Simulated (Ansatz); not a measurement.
**Two structures of AlBH3Si−**

We compare a, a singlet given by its coordinates, with b, a singlet given by its coordinates. Both are isolated ions in the gas phase, relaxed with PBE0-D3(BJ)/def2-SVPD.

a (Å):

```xyz
6

Al   -0.0069    1.8560   -0.4058
B    -0.9030    0.4606   -1.5789
Si   -1.7206   -0.8114   -2.5891
H    -0.9004    0.6894   -2.8876
H     0.0923    1.7608    1.2131
H     0.7154    3.2242   -0.9079
```

Close contacts (Å): Al1–B2 2.03, B2–Si3 1.82, Al1–H5 1.62, Al1–H6 1.63, B2–H4 1.33, Si3–H4 1.74.

b (Å):

```tsv
atom	x (Å)	y (Å)	z (Å)
Al	-0.1518	2.2834	-1.9468
B	-1.4752	0.8763	-1.2451
Si	0.2764	0.5531	-0.5312
H	-2.6164	0.4578	-1.2389
H	0.8344	-0.5118	0.4188
H	0.4341	3.5656	-2.7531
```

Close contacts (Å): Al1–B2 2.06, Al1–Si3 2.28, B2–Si3 1.92, Al1–H6 1.62, B2–H4 1.22, Si3–H5 1.53.

Energies in hartree; the thermal terms are from PBE0-D3(BJ)/def2-SVPD harmonic frequencies (ideal gas, rigid rotor, one conformer each, 298.15 K, 1 atm) and include the zero-point energy:

|  | a | b |
| --- | --- | --- |
| E, CCSD(T)/def2-SVPD | −557.341145 | −557.346624 |
| E, MP2/def2-SVPD | −557.285499 | −557.293067 |
| E, MP2/def2-TZVPPD | −557.538707 | −557.548689 |
| zero-point energy | 0.023732 | 0.025419 |
| H(298 K) − E | 0.030205 | 0.031160 |
| G(298 K) − E | −0.004761 | −0.001515 |

Task: Correct the CCSD(T) difference for the basis set by the MP2 change, then work out ΔE, ΔE₀, ΔH and ΔG for a → b in kJ/mol (1 Eh = 2625.50 kJ/mol) and the equilibrium ratio [b]/[a].

Result: 1. Differences b − a: CCSD(T) −0.005479, MP2 in the small set −0.007568, MP2 in the large set −0.009982 Eh.
2. ΔE = −0.005479 + (−0.009982 − (−0.007568)) = −0.007893 Eh = −20.72 kJ/mol.
3. ΔE₀ = ΔE + ΔZPE = −0.007893 + (+0.001687) Eh = −16.29 kJ/mol.
4. ΔH = ΔE + (+0.000955) Eh = −18.22 kJ/mol.
5. ΔG = ΔE + (+0.003246) Eh = −12.20 kJ/mol, so ΔS = (ΔH − ΔG)/T = −20.2 J/(mol K).
6. kT = 0.9442 mEh, so K = [b]/[a] = exp(−ΔG/kT) = exp(+4.92) ≈ 140.

Structure b is favoured at this temperature. An error of 4 kJ/mol in ΔG would change K by a factor of 5. Mirror images and further conformers aren't counted.

Other levels gave ΔE = −38.0 (PBE0-D3(BJ)/def2-SVPD); −12.6 (HF/def2-SVPD); −19.9 (MP2/def2-SVPD); −14.4 (CCSD(T)/def2-SVPD) kJ/mol. The correlated steps freeze 11 core orbitals. Programs: Ansatz 0.2.0.
